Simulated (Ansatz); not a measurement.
**triplet CH8Si2 at 4 levels**

Wanted: a comparison of 4 runs (UHF/3-21G, UB3LYP/def2-SVP, UPBE-QIDH/def2-SVP, UBCCD(T)/def2-SVP) of triplet CH8Si2. 

The results are computed with Ansatz 0.2.0.

56 further runs of the same task are left out: 56 set aside as unsound or not needed.

## 1. The molecule

CH8Si2: 11 atoms, total charge 0, spin state triplet. SMILES of the parent species: `[SiH3]C[SiH3]`. Geometry: relaxed at PBE0-D4/def2-TZVP. That shape belongs to the parent species and isn't relaxed for this state.

Bond lengths: Si1–C2 1.872 Å, C2–Si3 1.872 Å, Si1–H4 1.488 Å, Si1–H5 1.487 Å, Si1–H6 1.487 Å, C2–H7 1.095 Å, C2–H8 1.095 Å, Si3–H9 1.487 Å, Si3–H10 1.487 Å, Si3–H11 1.488 Å. Some angles: Si1–C2–Si3 114.4°, Si1–C2–H7 108.8°, Si1–C2–H8 108.8°, Si3–C2–H7 108.8°, Si3–C2–H8 108.8°, C2–Si1–H4 111.1°, C2–Si1–H5 110.2°, C2–Si1–H6 110.2°, C2–Si3–H9 110.2°, C2–Si3–H10 110.2°.

## 2. A single-point energy at UHF/3-21G (run 1)

Contents of job.yaml:

```yaml
basis:
  gaussian:
    orbitals: 3-21G.json
crystal:
  periodic: [false, false, false]
  atoms:
    - {symbol: Si, position_ang: [-1.158980, 1.034720, -0.344660]}
    - {symbol: C, position_ang: [-0.286340, -0.621440, -0.365590]}
    - {symbol: Si, position_ang: [1.335180, -0.652340, 0.569590]}
    - {symbol: H, position_ang: [-2.435800, 0.976800, -1.106490]}
    - {symbol: H, position_ang: [-0.293510, 2.078920, -0.955560]}
    - {symbol: H, position_ang: [-1.463790, 1.436810, 1.054620]}
    - {symbol: H, position_ang: [-0.954100, -1.377620, 0.060730]}
    - {symbol: H, position_ang: [-0.099440, -0.908830, -1.405770]}
    - {symbol: H, position_ang: [1.110650, -0.304370, 1.998260]}
    - {symbol: H, position_ang: [2.282060, 0.336720, -0.011600]}
    - {symbol: H, position_ang: [1.964060, -1.999380, 0.506460]}
accuracy: high
output: {orbitals: {seedname: orbitals}}
magnetization:
  spin_polarized: true
  initial_magnetization: 2
hamiltonian:
  xc: hf
```

The basis set 3-21G is read from a file made from the Basis Set Exchange's data (not shown).

The run is started by

```bash
ansatz run job.yaml --threads 1 --pin off --max-ram 3480MiB --events-out events.jsonl --progress --plain --runs-dir runs
```

Output:

```text
Warning: RAYON_NUM_THREADS=1 ignored (pool sized by the plan → 1); use --threads N
Functional definition: HF
  name "HF"
  exchange = exact_x
  correlation = 0
1245 factors; integrals over basis functions are off by at most 7.9e-9 eV
mean field evaluation 1: about -16780.4438 eV, gradient 1.2e1 eV
mean field evaluation 2: about -16780.8980 eV, gradient 1.3e1 eV
mean field evaluation 4: about -16782.5683 eV, gradient 2.2e0 eV
mean field evaluation 8: about -16782.7955 eV, gradient 4.3e-1 eV
mean field evaluation 16: about -16782.8061 eV, gradient 8.9e-3 eV
mean field evaluation 32: about -16782.8219 eV, gradient 1.0e-1 eV
mean field evaluation 64: about -16782.8188 eV, gradient 1.8e-1 eV
mean field evaluation 96: about -16782.8241 eV, gradient 1.3e-3 eV
mean field evaluation 128: about -16782.8138 eV, gradient 1.1e-1 eV
mean field evaluation 160: about -16781.7782 eV, gradient 1.3e0 eV
mean field evaluation 192: about -16781.6589 eV, gradient 9.9e-2 eV
mean field evaluation 224: about -16782.2448 eV, gradient 2.1e-1 eV
mean field evaluation 256: about -16782.8061 eV, gradient 9.6e-3 eV
mean field evaluation 288: about -16780.8815 eV, gradient 8.8e0 eV
mean field evaluation 320: about -16782.2133 eV, gradient 2.7e0 eV
mean field evaluation 352: about -16781.8372 eV, gradient 4.9e-1 eV
mean field evaluation 384: about -16781.6833 eV, gradient 1.3e0 eV
mean field evaluation 416: about -16782.8046 eV, gradient 2.2e-1 eV
mean field evaluation 448: about -16782.8061 eV, gradient 4.4e-6 eV
mean field -16782.82406689 eV, -616.7574086515 hartree, gradient 4.6e-8 eV, S^2 2.013721; 6 other end points of the search recorded, 0 dependent functions left out
reference -16782.82406689 eV, -616.7574086515 hartree; 22, 20 occupied and 29, 31 virtual orbitals, 1245 factors
Total energy: -16782.82406689 eV, -616.7574086515 hartree
```

Run time: 2.5 s. Hardware: 1 thread of AMD EPYC 9R45 (Zen 5), shared host; peak memory 0.2 GiB.

## 3. The energy at UB3LYP/def2-SVP (run 2)

Contents of input.yaml:

```yaml
crystal:
  periodic: [false, false, false]
  atoms:
    - {symbol: Si, position_ang: [-1.158980, 1.034720, -0.344660]}
    - {symbol: C, position_ang: [-0.286340, -0.621440, -0.365590]}
    - {symbol: Si, position_ang: [1.335180, -0.652340, 0.569590]}
    - {symbol: H, position_ang: [-2.435800, 0.976800, -1.106490]}
    - {symbol: H, position_ang: [-0.293510, 2.078920, -0.955560]}
    - {symbol: H, position_ang: [-1.463790, 1.436810, 1.054620]}
    - {symbol: H, position_ang: [-0.954100, -1.377620, 0.060730]}
    - {symbol: H, position_ang: [-0.099440, -0.908830, -1.405770]}
    - {symbol: H, position_ang: [1.110650, -0.304370, 1.998260]}
    - {symbol: H, position_ang: [2.282060, 0.336720, -0.011600]}
    - {symbol: H, position_ang: [1.964060, -1.999380, 0.506460]}
basis:
  gaussian:
    orbitals: def2-SVP
magnetization:
  spin_polarized: true
  initial_magnetization: 2
hamiltonian:
  xc: {name: B3LYP}
accuracy: high
output:
  orbitals: {seedname: orbitals}
```

The run is started by

```bash
ansatz run input.yaml --threads 1 --pin off --max-ram 3480MiB --events-out events.jsonl --progress --plain --runs-dir runs
```

Output, cut to the lines that bear on the results:

```text
Warning: RAYON_NUM_THREADS=1 ignored (pool sized by the plan → 1); use --threads N
Functional definition: B3LYP
  name "B3LYP"
[...]
2074 factors; integrals over basis functions are off by at most 3.9e-9 eV
[...]
mean field -16910.36454682 eV, -621.4444348387 hartree, gradient 7.9e-8 eV, S^2 2.006517; 10 other end points of the search recorded, 0 dependent functions left out
reference -16910.36459368 eV, -621.4444365611 hartree; 22, 20 occupied and 68, 70 virtual orbitals, 2074 factors
Total energy: -16910.36459368 eV, -621.4444365611 hartree
```

It took 16 s on 1 thread of AMD EPYC 9R45 (Zen 5), shared host; peak memory 0.6 GiB.

## 4. The energy at UPBE-QIDH/def2-SVP (run 3)

Contents of in.yaml:

```yaml
basis:
  gaussian:
    orbitals: def2-SVP
crystal:
  periodic: [false, false, false]
  atoms:
    - {symbol: Si, position_ang: [-1.158980, 1.034720, -0.344660]}
    - {symbol: C, position_ang: [-0.286340, -0.621440, -0.365590]}
    - {symbol: Si, position_ang: [1.335180, -0.652340, 0.569590]}
    - {symbol: H, position_ang: [-2.435800, 0.976800, -1.106490]}
    - {symbol: H, position_ang: [-0.293510, 2.078920, -0.955560]}
    - {symbol: H, position_ang: [-1.463790, 1.436810, 1.054620]}
    - {symbol: H, position_ang: [-0.954100, -1.377620, 0.060730]}
    - {symbol: H, position_ang: [-0.099440, -0.908830, -1.405770]}
    - {symbol: H, position_ang: [1.110650, -0.304370, 1.998260]}
    - {symbol: H, position_ang: [2.282060, 0.336720, -0.011600]}
    - {symbol: H, position_ang: [1.964060, -1.999380, 0.506460]}
magnetization:
  spin_polarized: true
  initial_magnetization: 2
hamiltonian:
  xc: {name: PBE-QIDH}
correlation:
  frozen_orbitals: {C: 1, H: 0, Si: 5}
accuracy: high
output: {orbitals: {seedname: orbitals}}
```

The run is started by

```bash
ansatz run in.yaml --threads 1 --pin off --max-ram 3480MiB --events-out events.jsonl --progress --plain --runs-dir runs
```

Output, cut to the lines that bear on the results:

```text
Warning: RAYON_NUM_THREADS=1 ignored (pool sized by the plan → 1); use --threads N
Functional definition: PBE-QIDH
  name "PBE-QIDH"
[...]
2074 factors; integrals over basis functions are off by at most 3.9e-9 eV
[...]
mean field -16891.03389602 eV, -620.7340465248 hartree, gradient 6.4e-8 eV, S^2 2.014222; 6 other end points of the search recorded, 0 dependent functions left out
11 core orbitals not correlated: weight in the atoms' cores, before any rotation towards them, 1.000 or more for the frozen orbitals, at most 0.000 for the correlated occupied ones
reference -16891.03389727 eV, -620.7340465708 hartree; 11, 9 occupied and 68, 70 virtual orbitals, 2074 factors
second order -11.25139491 eV of doubles, -0.00000000 eV of singles
Total energy: -16894.78436224 eV, -620.8718736163 hartree
```

Run time: 12 s. Hardware: 1 thread of AMD EPYC 9R45 (Zen 5), shared host; peak memory 0.48 GiB.

## 5. The energy at UBCCD(T)/def2-SVP (run 4)

Contents of run.yaml:

```yaml
basis:
  gaussian:
    orbitals: def2-SVP
crystal:
  periodic: [false, false, false]
  atoms:
    - {symbol: Si, position_ang: [-1.158980, 1.034720, -0.344660]}
    - {symbol: C, position_ang: [-0.286340, -0.621440, -0.365590]}
    - {symbol: Si, position_ang: [1.335180, -0.652340, 0.569590]}
    - {symbol: H, position_ang: [-2.435800, 0.976800, -1.106490]}
    - {symbol: H, position_ang: [-0.293510, 2.078920, -0.955560]}
    - {symbol: H, position_ang: [-1.463790, 1.436810, 1.054620]}
    - {symbol: H, position_ang: [-0.954100, -1.377620, 0.060730]}
    - {symbol: H, position_ang: [-0.099440, -0.908830, -1.405770]}
    - {symbol: H, position_ang: [1.110650, -0.304370, 1.998260]}
    - {symbol: H, position_ang: [2.282060, 0.336720, -0.011600]}
    - {symbol: H, position_ang: [1.964060, -1.999380, 0.506460]}
magnetization:
  spin_polarized: true
  initial_magnetization: 2
correlation:
  method: bccd_t
  frozen_orbitals: {C: 1, H: 0, Si: 5}
accuracy: high
scf:
  omitted_lower_state_checks: [cluster_reference, increment]
```

The run is started by

```bash
ansatz run run.yaml --threads 1 --pin off --max-ram 3480MiB --events-out events.jsonl --progress --plain --runs-dir runs
```

Output:

```text
Warning: RAYON_NUM_THREADS=1 ignored (pool sized by the plan → 1); use --threads N
[... 20 lines left out ...]
11 core orbitals not correlated: weight in the atoms' cores, before any rotation towards them, 1.000 or more for the frozen orbitals, at most 0.000 for the correlated occupied ones
[... 56 lines left out ...]
Total energy: -16879.22393741 eV, -620.3000385509 hartree
Checks for a lower state left out: cluster_reference, increment
```

Wall time 56 s (1 thread of AMD EPYC 9R45 (Zen 5), shared host); peak memory 1.3 GiB.

## 6. All runs side by side

| run | level | frozen core orbitals | energy (Eh) | HOMO energy (eV) | ⟨S²⟩ | wall time |
| --- | --- | --- | --- | --- | --- | --- |
| 1 | UHF/3-21G | – | -616.757409 | -2.26 | 2.014 | 2.5 s |
| 2 | UB3LYP/def2-SVP | – | -621.444437 | -1.22 | 2.007 | 16 s |
| 3 | UPBE-QIDH/def2-SVP | 11 | -620.871874 | -2.05 | 2.014 | 12 s |
| 4 | UBCCD(T)/def2-SVP | 11 | -620.300039 | – | 2.018 | 56 s |

## 7. Outcome

| quantity | value |
| --- | --- |
| run 4: total energy | -620.30004 Eh |
| run 4: correlation energy (11 core orbitals frozen) | -435.6 mEh |
| run 4: (T) correction | -15.71 mEh |
| run 4: ⟨S²⟩ of the reference determinant | 2.018 |

**Reading.** Totals of different functionals can't be ranked against each other. All runs together took 87 s, the longest 56 s.
